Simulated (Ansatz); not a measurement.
Consider the atomization: `Cl[SiH2]Cl` → 2 Cl• + 2 H• + Si•.

Gas-phase electronic energies from Ansatz, PBE0-D4/def2-TZVP geometries. CBS: MP2 limit from def2 TZ/QZ plus the TZ coupled-cluster correction, frozen cores. This one scheme is used for every species, atoms too. Functionals use def2-TZVPP. B3LYP here is the variant with VWN-RPA as its local correlation; programs differ in this. HSE06 is defined as in plane-wave codes. No spin–orbit coupling; open shells (•) take unrestricted orbitals. Spin–orbit coupling would lower the free atoms: a little for Cl, Si.

| level | ΔE (kJ/mol) | difference from CCSD(T)/CBS |
| --- | --- | --- |
| LDA (SPW92) | 1654.6 | 161.5 |
| PBE-D4 | 1480.4 | -12.7 |
| revPBE-D4 | 1452.5 | -40.6 |
| BLYP-D4 | 1448.7 | -44.4 |
| r2SCAN-D4 | 1494.2 | 1.1 |
| B97M-V | 1507.9 | 14.8 |
| PBE0-D4 | 1474.5 | -18.6 |
| r2SCANh-D4 | 1487.7 | -5.4 |
| r2SCAN0-D4 | 1478.5 | -14.6 |
| HSE06-D4 | 1475.4 | -17.7 |
| BHLYP-D4 | 1449.3 | -43.8 |
| CAM-B3LYP-D4 | 1471.0 | -22.1 |
| B2PLYP | 1456.9 | -36.2 |
| PBE-QIDH | 1479.9 | -13.2 |
| revPBE | 1420.7 | -72.4 |
| BLYP | 1422.8 | -70.3 |
| r2SCAN | 1491.7 | -1.4 |
| PBE0 | 1464.5 | -28.6 |
| B3LYP | 1445.9 | -47.2 |
| r2SCANh | 1484.9 | -8.2 |
| r2SCAN0 | 1475.4 | -17.7 |
| HSE06 | 1466.0 | -27.1 |
| BHLYP | 1432.8 | -60.3 |
| CAM-B3LYP | 1460.8 | -32.3 |
| LC-ωPBE | 1458.6 | -34.5 |
| HF/def2-SVP | 1109.9 | -383.2 |
| MP2/def2-SVP | 1373.5 | -119.6 |
| CCSD/def2-SVP | 1341.1 | -152.0 |
| CCSD(T)/def2-SVP | 1354.7 | -138.4 |
| HF/def2-TZVPP | 1139.7 | -353.4 |
| MP2/def2-TZVPP | 1473.4 | -19.7 |
| SCS-MP2/def2-TZVPP | 1462.0 | -31.1 |
| CCSD/def2-TZVPP | 1421.2 | -71.9 |
| CCSD(T)/def2-TZVPP | 1442.3 | -50.8 |
| HF/def2-QZVPP | 1143.0 | -350.1 |
| MP2/def2-QZVPP | 1503.7 | 10.6 |
| SCS-MP2/def2-QZVPP | 1494.6 | 1.5 |
| HF/CBS(def2) | 1143.5 | -349.6 |
| MP2/CBS(def2) | 1524.2 | 31.1 |
| CCSD/CBS(def2) | 1472.0 | -21.1 |
| CCSD(T)/CBS | 1493.1 | 0 |

Largest T1 diagnostic among the species: 0.012.

From PBE to PBE0 (25 % exact exchange), in def2-TZVPP and without D4, ΔE moves by −4.1 kJ/mol: exact exchange takes away binding that semilocal exchange gives to molecules. The D4 term adds +19.5 kJ/mol with B3LYP and +10.0 kJ/mol with PBE0; it sums over pairs of atoms, weighted by their polarisabilities, and B3LYP, whose exchange is more repulsive, gets the larger term.

For atomizations the MP2-based limit and the directly extrapolated one differ by several kJ/mol either way, and by 10 to 25 for some Ge, Se and Sn compounds, so smaller differences from it don't rank the levels.
